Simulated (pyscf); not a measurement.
PySCF, gas phase, ωB97X-D3(BJ)/def2-SVP geometries.

### Question
PBE/def2-TZVP puts the barrier of H₃Si–SiH(SiH₃)–SiH₃ + hydrogen fluoride (HF) → F–SiH₂–SiH(SiH₃)–SiH₃ + hydrogen (H₂) (four-centre exchange; singlet surface; H–Si, F–H broken, F–Si, H–H formed) at 1.11 eV and the reaction energy at -0.98 eV, from the separated reactants. What do r²SCAN/def2-TZVP, M06-2X/def2-TZVP, ωB97M-D3(BJ)/def2-TZVP give on the same structures?

### Answer
r²SCAN: ΔE‡ = 1.16 eV, ΔE = -1.09 eV; M06-2X: ΔE‡ = 1.37 eV, ΔE = -1.14 eV; ωB97M-D3(BJ): ΔE‡ = 1.31 eV, ΔE = -1.03 eV. PBE's barrier lies under all of them, by 0.05 to 0.26 eV. Its reaction energy lies over all of them, by 0.06 to 0.16 eV. At the saddle there is also a short H–Si contact that neither side keeps. One saddle was located; it need not be the lowest between these sides.
